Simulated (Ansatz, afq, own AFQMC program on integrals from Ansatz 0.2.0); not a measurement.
Two steps: Ansatz 0.2.0 writes the Fock matrix and Cholesky factors of the valence space, and afq projects on them the lowest state that overlaps trial and start.

```yaml
crystal:
  periodic: [false, false, false]
  atoms:
    - {symbol: Si, position_ang: [0.009026, -0.015290, 0.000035]}
    - {symbol: H, position_ang: [1.480968, -0.001062, -0.000061]}
    - {symbol: H, position_ang: [-1.017836, 1.724233, -0.003951]}
    - {symbol: H, position_ang: [-0.714624, -1.297140, 0.003036]}
basis:
  gaussian: {orbitals: cc-pVDZ}
total_charge: 1
magnetization: {spin_polarized: false}
correlation: {method: ccsd_t, electrons: outside_noble_gas, hamiltonian_folder: ham}
```

```sh
$ ansatz run in.yaml --threads 1 --pin off --events-out ev --progress --plain --max-ram 24576MiB --backend cuda --devices 0, --max-vram 18GiB
```

Options of the walk:

```
--method phaseless --trial cisd --walkers 4000 --populations 20 --least-time 60 --time-step 0.005 --steps-per-block 50 --equilibration-blocks 40 --max-blocks 4000 --target-error 0.00029 --factor-cut 1e-05 --seed 2055 --release-times 0.24,0.51,0.99,1.62,2.4 --release-step 0.03 --release-every 3 --taylor-order 6
```

Times are imaginary, in 1/Eh. The walk had a cap of 122 s. With eight or more populations the least sampling time is a fifth of least-time, and the error comes from their spread.

Output of the walk:

```
orbitals 28  electrons 3 3  factors 195 of 312
reference energy -290.28560573 Eh
CCSD correlation -0.11706344 Eh in 10 cycles, weight of the determinant in the CISD state 0.9148
energy of the start -290.402662 Eh
 block  time / (1/Eh)  mean weight  energy / Eh
     1     0.250  1.0000  -290.401888
     2     0.500  0.9999  -290.402140
     3     0.750  1.0001  -290.402584
     4     1.000  0.9999  -290.403087
     5     1.250  1.0000  -290.403548
     7     1.750  1.0001  -290.404292
     9     2.250  0.9998  -290.404558
    11     2.750  1.0000  -290.405187
    15     3.750  0.9999  -290.405567
    19     4.750  1.0000  -290.405468
    23     5.750  1.0000  -290.405654
    27     6.750  1.0000  -290.405587
    29     7.250  0.9998  -290.405229
    31     7.750  0.9999  -290.405403
    35     8.750  1.0000  -290.405910
    39     9.750  1.0000  -290.405418
    43    10.750  1.0000  -290.405433
    45    11.250  1.0001  -290.406059
    47    11.750  1.0000  -290.405799
    51    12.750  0.9999  -290.405385
    55    13.750  1.0000  -290.405485
    59    14.750  0.9999  -290.405594
    63    15.750  1.0001  -290.405789
    67    16.750  1.0000  -290.405650
    71    17.750  0.9999  -290.405950
    75    18.750  1.0000  -290.405979
    79    19.750  1.0003  -290.405508
    83    20.750  1.0001  -290.405737
    87    21.750  1.0001  -290.405231
    89    22.250  1.0002  -290.405338
error from the spread of 20 populations
released: time / (1/Eh)  energy / Eh  error  mean overlap
  0.24  -290.405664  0.000042  0.9996
  0.51  -290.405677  0.000046  0.9965
  0.99  -290.405731  0.000029  0.9943
  1.62  -290.405759  0.000027  0.9934
  2.40  -290.405746  0.000032  0.9911
energy -290.405614 +/- 0.000049 Eh
(rows thinned)
```

The run passed its tests (sampling time, drift between the halves within three errors, error under three times the target), which doesn't prove that it has relaxed.

Against this walk (error 1.3 meV) on the same determinant: CCSD(T) 18.5 meV higher, CCSDT(Q) 4.0 meV lower, CCSDTQ 4.8 meV lower, full CI 4.8 meV lower. The error is statistical and leaves out the bias of the constraint. Released to 2.40 1/Eh the energy lies 3.6 ± 1.6 meV (both errors) below the phaseless value, which shows part or all of the bias of the constraint, and full CI lies 1.1 meV below the released value.

Cautions: constraint bias not in the error.

The walk took 26 s on 1 × NVIDIA H100 80GB HBM3 with 2 threads of AMD EPYC 7R13 Processor (Zen 3), on a shared host (the card was shared). The log's last line is the phaseless energy.

CCSDT and higher add their correlation energy to the determinant of the CCSD(T) run, since their own runs factorise the integrals more tightly (a shift of under 2 meV). A walk keeps the symmetry of its determinant, which the program's search chose and which needn't be the lowest solution, so a lower state of the same spin and another symmetry isn't excluded.
